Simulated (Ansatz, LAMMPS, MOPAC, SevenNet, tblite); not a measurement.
# How well does each level of theory give the LO phonon frequency at L of zinc-blende GaAs?

Reference value: 242 cm⁻¹ (measured, temperature not stated, not corrected to a static lattice, sources range from 238 to 242; as tabulated in Giannozzi et al., Phys. Rev. B (1991)).

Problem. What do BOP GaAs.bop.table, GFN2-xTB, PM7 semi-empirical Hartree-Fock (MOPAC), SevenNet-0, SevenNet-l3i5, LDA, PBE, PBE-D3(BJ), r²SCAN give, and how far is each from the reference?

Solution. 
```
level (code)                                     value (cm⁻¹)  cell (Å³/atom)  difference (%)
-----------------------------------------------  ------------  --------------  --------------
BOP GaAs.bop.table (LAMMPS)                               240           22.71            -0.8
GFN2-xTB (tblite)                                         169           27.62             -30
PM7 semi-empirical Hartree-Fock (MOPAC) (MOPAC)           271           22.42           +12.0
SevenNet-0 (SevenNet)                                     205           23.78           -15.3
SevenNet-l3i5 (SevenNet)                                  208           23.80           -14.0
LDA (Ansatz)                                              237           21.99            -2.1
PBE (Ansatz)                                              220           23.70            -9.1
PBE-D3(BJ) (Ansatz)                                       234           22.85            -3.3
r²SCAN (Ansatz)                                           235           22.75            -2.9
```

Nearest, and too close to rank with a margin of 3.0 % (twice that across the reference) picked here for doubts on the reference and the settings, and for temperature and zero-point motion: BOP GaAs.bop.table (-0.8 %), LDA (-2.1 %), r²SCAN (-2.9 %), PBE-D3(BJ) (-3.3 %). Farthest off: GFN2-xTB (-30 %). Within 5 %: BOP GaAs.bop.table, LDA, PBE-D3(BJ), r²SCAN.

The reference has no zero-point or thermal correction, while the calculations are for a static lattice, so the differences are not the levels' errors alone.  GFN2-xTB, PM7 semi-empirical Hartree-Fock (MOPAC): the method was fitted mainly to molecules. GFN2-xTB, PM7 semi-empirical Hartree-Fock (MOPAC): the run uses a supercell at the zone centre in place of a k mesh. PBE-D3(BJ): the dispersion coefficients are held fixed in the derivatives. Each level is taken at its own relaxed cell. Cutoffs and k meshes differ between the levels. Ansatz's density-functional and Hartree–Fock values are scalar-relativistic unless marked +SOC, with PAW data made under PBE.

Empirical potentials (BOP GaAs.bop.table) are fitted to chosen data, which need not cover the solid at hand: agreement can be built in, and what lay outside the fit can be far off. Machine-learned potentials (SevenNet-0, SevenNet-l3i5) are trained on DFT data, which may include these solids.

Differences are worked out from the printed values.

Ansatz is a quantum-chemistry and plane-wave program.
